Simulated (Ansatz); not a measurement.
# Ethylene (C₂H₄): vertical ionisation energy

One table from this session's results is given with a row withheld; the runs are named, their logs left out.

The runs use Ansatz 0.2.0, Gaussian basis; unrestricted cation, the program's frozen cores in correlated methods.

Plan: UKS PBE-D4/def2-TZVPP; UKS r2SCAN-D4/def2-TZVPP; UKS PBE0-D4/def2-TZVPP; UKS B3LYP-D4/def2-TZVPP; UKS wB97X-V/def2-TZVPP; UKS wB97M-V/def2-TZVPP; UKS B2PLYP/def2-TZVPP; UHF-CCSD(T)/def2-TZVPP; UHF-CCSD(T)/def2-QZVPP; extrapolation to the limit; then −ε(HOMO) from the neutral's earlier runs with LDA (SPW92), PBE-D4, revPBE-D4, BLYP-D4, r2SCAN-D4, B97M-V, PBE0-D4, B3LYP-D4, r2SCANh-D4, r2SCAN0-D4, HSE06-D4, BHLYP-D4, CAM-B3LYP-D4, LC-ωPBE, ωB97X-V, ωB97M-V.

### The relaxed structure

All runs share one geometry, relaxed beforehand with PBE0-D4 in a triple-zeta def2 set.

SMILES `C=C`, 6 atoms, charge 0, spin multiplicity 1.

Atoms are counted from 1 here; the program's logs count them from 0.

Bond lengths: C1–C2 1.323 Å, C1–H3 1.085 Å, C1–H4 1.085 Å, C2–H5 1.085 Å, C2–H6 1.085 Å. Angles: C2–C1–H3 121.7°, C2–C1–H4 121.7°, H3–C1–H4 116.7°, C1–C2–H5 121.7°, C1–C2–H6 121.7°, H5–C2–H6 116.7°.

The first run:

File in.yaml:

```yaml
crystal:
  periodic: [false, false, false]
  atoms:
    - {symbol: C, position_ang: [-0.087439, -0.639943, -0.142816]}
    - {symbol: C, position_ang: [0.087493, 0.639939, 0.142808]}
    - {symbol: H, position_ang: [0.031976, -1.412735, 0.608942]}
    - {symbol: H, position_ang: [-0.357439, -0.969094, -1.140497]}
    - {symbol: H, position_ang: [-0.032096, 1.412742, -0.608911]}
    - {symbol: H, position_ang: [0.357506, 0.969092, 1.140485]}
basis:
  gaussian: {orbitals: def2-TZVPP}
total_charge: 1
magnetization: {spin_polarized: true, initial_magnetization: 1}
hamiltonian: {xc: pbe, dispersion: d4}
```

Launch:

```
$ ansatz run in.yaml --threads 2 --pin off --events-out ev --progress --plain --max-ram 32768MiB --backend cpu
```

Steps of the session up to this table: Cation, UKS PBE-D4/def2-TZVPP; Cation, UKS r2SCAN-D4/def2-TZVPP; Cation, UKS PBE0-D4/def2-TZVPP; Cation, UKS B3LYP-D4/def2-TZVPP; Cation, UKS wB97X-V/def2-TZVPP; Cation, UKS wB97M-V/def2-TZVPP; Cation, UKS B2PLYP (frozen core)/def2-TZVPP; Cation, UHF-CCSD(T)/def2-TZVPP; Cation, UHF-CCSD(T)/def2-QZVPP.

One of the session's tables, all rows but one given; the rest of the session is left out.

It belongs to the step «Ionisation energies side by side». Orbital estimates, from the neutral's runs:

| functional | −ε(HOMO) (eV) |
| --- | --- |
| LDA (SPW92) | 6.96 |
| PBE-D4 | 6.77 |
| revPBE-D4 | 6.71 |
| BLYP-D4 | 6.60 |
| r2SCAN-D4 | 6.97 |
| B97M-V | 6.94 |
| PBE0-D4 | 7.91 |
| B3LYP-D4 | 7.67 |
| r2SCANh-D4 | ? |
| r2SCAN0-D4 | 8.05 |
| HSE06-D4 | 7.50 |
| BHLYP-D4 | 8.87 |
| CAM-B3LYP-D4 | 9.28 |
| LC-ωPBE | 10.75 |
| ωB97X-V | 10.31 |
| ωB97M-V | 10.22 |

Estimate the missing values for r2SCANh-D4.

Worked estimate for «−ε(HOMO) (eV)». Against the share of exact exchange, r2SCAN-D4 (0, 6.97), r2SCAN0-D4 (0.25, 8.05) give a slope of 4.32 per unit share; at 0.1 the line stands at 7.40.

**Answer.** −ε(HOMO) (eV): 7.40. In «−ε(HOMO) (eV)» the line misses by 0.00.
